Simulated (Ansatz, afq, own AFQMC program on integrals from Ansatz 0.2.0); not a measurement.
Where AFQMC and coupled cluster stand for CH3B, triplet

```xyz
5

B    -0.0122    0.0955    0.7352
C    -0.0122   -0.0564   -0.7536
H    -0.0122    1.1940    1.2228
H    -0.0122   -0.8636    1.4505
H     0.2995   -0.6832   -1.5789
```

Connectivity, by distances: BH2–CH.

Basis cc-pVDZ. Noble-gas cores (and the filled d shells of Ga–Kr and In–Xe) are frozen. Ansatz 0.2.0 and our own AFQMC program on the same integrals; the CISD trial comes from CCSD amplitudes, and released means the phaseless constraint is let go. Uncertainties: one standard error, sampling alone.

Determinant: UHF, the one that the program's search chose, which needn't be the lowest solution. The geometry is a point of a scan.

No full CI on the walks' own integrals is used here; CCSDT(Q) serves as the reference and is uncertain by about the last step of the cluster series.

Cautions: lower spins were not checked; the ph-AFQMC/HF walk drifts between its halves (2.1 errors).

* T1 diagnostic: 0.0174
* weight of the determinant in the CISD state: 0.906
* ⟨S²⟩ of the determinant: 2.017
* size of the correlated space: 10 electrons in 41 orbitals

```
  level  correlation energy (eV)
    MP2                  -4.5553
   CCSD                  -5.5242
CCSD(T)                  -5.6452
```

Task: Estimate where phaseless AFQMC with a CISD trial lies against CCSD(T) on the same integrals.

Result: 1.4 ± 0.9 kJ/mol below CCSD(T). The gap is under twice the noise, so this walk alone can't tell the two apart.

Reference: CCSDT(Q), correlation energy -5.675 eV. The released energy is read at 2.40 1/Eh (meV from the phaseless value at times in 1/Eh: -5 ± 7 at 0.24, -2 ± 8 at 0.51, -15 ± 8 at 0.99, -30 ± 10 at 1.62, -29 ± 15 at 2.40).

```tsv
level	E − E(reference) (kJ/mol)	share of correlation (%)
CCSD(T)	2.9	99.47
CCSDT	0.5	99.91
ph-AFQMC/HF	-4.2 ± 3.5	100.77
ph-AFQMC/CISD	1.5 ± 0.9	99.74
released AFQMC	-1.4 ± 1.5	100.25
```

Released energies are given only where the last usable release times agree within the noise; a slower fall can still hide under it.
